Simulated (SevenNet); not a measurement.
# fcc Rh

Level of theory: the machine-learned potential SevenNet-0 (trained on PBE and PBE+U data).

Cell: relaxed at this level.

For fcc Rh, the equilibrium lattice constant a is 3.849 Å and the volume per atom comes out as 14.26 Å³/atom.

Measured, for comparison: lattice constant a 3.794 Å, equilibrium volume per atom 13.65 Å³/atom (static lattice: zero-point anharmonic expansion removed; as tabulated in Mejia-Rodriguez and Trickey (2018), arXiv:1807.09216). Computed (rounded) less measured: lattice constant a +1.4 %, equilibrium volume per atom +4.5 %.

A machine-learned potential is trained on density-functional data: it inherits that level's misses and adds fitting errors of its own.
